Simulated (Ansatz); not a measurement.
# BH3 (borane): levels of theory compared

We compute a comparison of 6 runs (PBE0/3-21G, r2SCAN0/3-21G, wB97M-V/3-21G, SVWN5/6-31G*, RPA@PBE/6-31G*, UCCSD(T)/6-31G*) of BH3 (borane). 

The results are computed with Ansatz 0.2.0.

54 further runs of the same task are left out: 54 set aside as unsound or not needed.

## Step 1: Starting point

The species is BH3 (4 atoms), meant as a singlet with charge 0. SMILES: `B`. The H2–B1 distance was set to 1.492 Å, away from the relaxed value.

Bond lengths: B1–H3 1.193 Å, B1–H4 1.193 Å. Angles: H3–B1–H4 120.0°. A long bond or contact: B1–H2 1.492 Å.

## Step 2: The energy at PBE0/3-21G (run 1)

Input file run.yaml:

```yaml
crystal:
  periodic: [false, false, false]
  atoms:
    - {symbol: B, position_ang: [-0.228206, -0.114313, -0.148594]}
    - {symbol: H, position_ang: [0.982200, 0.381700, 0.568800]}
    - {symbol: H, position_ang: [-0.518306, -1.271013, -0.100494]}
    - {symbol: H, position_ang: [-0.906506, 0.645687, -0.770394]}
basis:
  gaussian:
    orbitals: 3-21G.json
hamiltonian:
  xc: pbe0
accuracy: high
```

The basis set 3-21G is read from a file made from the Basis Set Exchange's data (not shown).

Command:

```console
$ ansatz run run.yaml --threads 1 --pin off --max-ram 2610MiB --events-out events.jsonl --progress --plain --runs-dir runs
```

The log of the run:

```text
Warning: RAYON_NUM_THREADS=1 ignored (pool sized by the plan → 1); use --threads N
Functional definition: PBE0
  name "PBE0"
  parameter a = 0.25
  parameter kappa = 0.804
  parameter beta = 0.06672455060314922
  exchange = (1 - a)*pbe_x(kappa = kappa, mu = beta*pi^2/3) + a*exact_x
  correlation = pbe_c(beta = beta)
292 factors; integrals over basis functions are off by at most 3.0e-9 eV
mean field evaluation 1: about -717.7750 eV, gradient 6.1e0 eV
mean field evaluation 2: about -717.8761 eV, gradient 3.0e0 eV
mean field evaluation 4: about -717.9106 eV, gradient 1.8e-2 eV
mean field evaluation 8: about -717.8834 eV, gradient 1.2e-3 eV
mean field -717.88344380 eV, -26.3817299606 hartree, gradient 1.1e-8 eV, S^2 0.000000; 0 other end points of the search recorded, 0 dependent functions left out
reference -717.88344513 eV, -26.3817300098 hartree; 4, 4 occupied and 11, 11 virtual orbitals, 292 factors
Total energy: -717.88344513 eV, -26.3817300098 hartree
```

Run time: 0.49 s. Hardware: 1 thread of Arm Neoverse V1, shared host.

## Step 3: The energy at r2SCAN0/3-21G (run 2)

Input file job.yaml:

```yaml
crystal:
  periodic: [false, false, false]
  atoms:
    - symbol: B
      position_ang: [-0.228206, -0.114313, -0.148594]
    - symbol: H
      position_ang: [0.982200, 0.381700, 0.568800]
    - symbol: H
      position_ang: [-0.518306, -1.271013, -0.100494]
    - symbol: H
      position_ang: [-0.906506, 0.645687, -0.770394]
basis:
  gaussian:
    orbitals: 3-21G.json
total_charge: 0
hamiltonian:
  xc: {name: r2SCAN0}
accuracy: high
```

The basis set 3-21G is read from a file made from the Basis Set Exchange's data (not shown).

Command:

```console
$ ansatz run job.yaml --threads 1 --pin off --max-ram 2610MiB --events-out events.jsonl --progress --plain --runs-dir runs
```

The log of the run:

```text
Warning: RAYON_NUM_THREADS=1 ignored (pool sized by the plan → 1); use --threads N
Functional definition: r2SCAN0
  name "r2SCAN0"
[... 1 set-up line as earlier in the session ...]
  parameter k0 = 0.174
  parameter k1 = 0.065
  parameter a1 = 4.9479
  exchange = (1 - a)*r2scan_x(k0 = k0, k1 = k1, a1 = a1) + a*exact_x
  correlation = r2scan_c
292 factors; integrals over basis functions are off by at most 3.0e-9 eV
mean field evaluation 1: about -718.3420 eV, gradient 5.2e0 eV
mean field evaluation 2: about -718.4234 eV, gradient 2.2e0 eV
mean field evaluation 4: about -718.4418 eV, gradient 1.5e-2 eV
mean field evaluation 8: about -718.4158 eV, gradient 1.3e-3 eV
mean field -718.41581632 eV, -26.4012942902 hartree, gradient 2.2e-8 eV, S^2 0.000000; 0 other end points of the search recorded, 0 dependent functions left out
reference -718.41581663 eV, -26.4012943013 hartree; 4, 4 occupied and 11, 11 virtual orbitals, 292 factors
Total energy: -718.41581663 eV, -26.4012943013 hartree
```

It took 1.1 s on 1 thread of Arm Neoverse V1, shared host; peak memory 0.096 GiB.

Runs 3 to 5 aren't shown in full; the table further down has their settings and results.

## Step 4: A single-point energy at UCCSD(T)/6-31G(d) (spherical functions) (run 6)

Edit run.yaml of step 2 so:

```diff
@@ -8,6 +8,6 @@
 basis:
-  gaussian:
-    orbitals: 3-21G.json
-hamiltonian:
-  xc: pbe0
+  gaussian: {orbitals: 6-31G_st_-spherical.json}
+magnetization: {spin_polarized: true, initial_magnetization: 0}
+correlation: {method: ccsd_t, frozen_orbitals: {B: 1, H: 0}}
 accuracy: high
+scf: {omitted_lower_state_checks: [cluster_reference, increment]}
```

The basis set 6-31G* is read from a file made from the Basis Set Exchange's data (not shown).

Command:

```console
$ ansatz run run.yaml --threads 1 --pin off --max-ram 2610MiB --events-out events.jsonl --progress --plain --runs-dir runs
```

The log of the run:

```text
Warning: RAYON_NUM_THREADS=1 ignored (pool sized by the plan → 1); use --threads N
[... 11 lines left out ...]
1 core orbitals not correlated: weight in the atoms' cores, before any rotation towards them, 1.000 or more for the frozen orbitals, at most 0.000 for the correlated occupied ones
[... 21 lines left out ...]
Total energy: -719.98609900 eV, -26.4590011140 hartree
Checks for a lower state left out: cluster_reference, increment
```

Run time: 0.24 s. Hardware: 1 thread of Arm Neoverse V1, shared host.

## Step 5: The series

```csv
run,level,frozen core orbitals,energy (Eh),wall time
1,PBE0/3-21G,–,-26.381730,0.49 s
2,r2SCAN0/3-21G,–,-26.401294,1.1 s
3,wB97M-V/3-21G,–,-26.396694,5.7 s
4,SVWN5/6-31G* (spherical functions),–,-26.237919,0.4 s
5,RPA@PBE/6-31G* (spherical functions),1,-26.520479,0.79 s
6,UCCSD(T)/6-31G* (spherical functions),1,-26.459001,0.24 s
```

## Step 6: Results

| quantity | value |
| --- | --- |
| run 6: total energy | -26.45900 Eh |
| run 6: correlation energy (1 core orbital frozen) | -97.9 mEh |
| run 6: (T) correction | -1.62 mEh |
| run 6: T1 diagnostic | 0.010 |

**Reading.** Totals of different functionals can't be ranked against each other. All runs together took 8.7 s, the longest 5.7 s.
